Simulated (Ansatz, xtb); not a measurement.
## Two isomers of C4H10OS

We compare I, `COC(C)(C)S`, a singlet, with II, `COCCCS`, a singlet. Both are isolated molecules in the gas phase, relaxed with B3LYP-D3(BJ)/def2-SVP, each in the lowest conformer that the search found.

Quicker runs give these differences E(II) − E(I): GFN2-xTB +33.1 kJ/mol; HF/STO-3G +5.5 kJ/mol (at GFN2-xTB geometries); r2SCAN-D4/def2-SVP +26.9 kJ/mol (at GFN2-xTB geometries).

**Question.** Estimate E(II) − E(I) at the level CCSD(T)/def2-SVP + ΔMP2/def2-TZVPP.

**Answer.** Calculated at CCSD(T)/def2-SVP + ΔMP2/def2-TZVPP: E(II) − E(I) = +22.1 kJ/mol, so structure I lies lower.

The same difference at several levels:

| level | geometry | E(II) − E(I) (kJ/mol) | departure from the last row (kJ/mol) | job, with rough time for the two |
| --- | --- | --- | --- | --- |
| GFN2-xTB | GFN2-xTB | +33.1 | +10.9 | optimisation, 0.12 s |
| HF/STO-3G | GFN2-xTB | +5.5 | −16.7 | single point, 0.48 s |
| r2SCAN-D4/def2-SVP | GFN2-xTB | +26.9 | +4.8 | single point, 6.9 s |
| B3LYP-D3(BJ)/def2-SVP | B3LYP-D3(BJ)/def2-SVP | +20.8 | −1.3 | optimisation, 62 s |
| HF/def2-SVP | B3LYP-D3(BJ)/def2-SVP | +6.7 | −15.4 | part of the CCSD(T) run |
| MP2/def2-SVP | B3LYP-D3(BJ)/def2-SVP | +26.9 | +4.7 | part of the CCSD(T) run |
| CCSD(T)/def2-SVP | B3LYP-D3(BJ)/def2-SVP | +23.8 | +1.7 | single point |
| CCSD(T)/def2-SVP + ΔMP2/def2-TZVPP | B3LYP-D3(BJ)/def2-SVP | +22.1 |  | single point, 2 min |

As drawn, both hold the same kinds of bond in the same numbers. Structure I has 3 methyl groups, II 1.

None of the levels shown reverses the order. The largest departure from CCSD(T)/def2-SVP + ΔMP2/def2-TZVPP is that of HF/STO-3G, 16.7 kJ/mol. The last row adds to CCSD(T) the change of the MP2 difference between the two basis sets, here −1.7 kJ/mol.

With thermal terms from frequencies at re-optimised GFN2-xTB minima (ideal gas, soft modes damped towards free rotors, one conformer each, 298.15 K, 1 atm): on the last row, ΔE + ΔZPE = +24.8, ΔH = +24.0, ΔG = +22.4 kJ/mol.

The correlated steps freeze 10 core orbitals. Programs: Ansatz 0.2.0, xtb 6.7.1; the last row on 2 threads of Arm Neoverse V2 on a shared host.
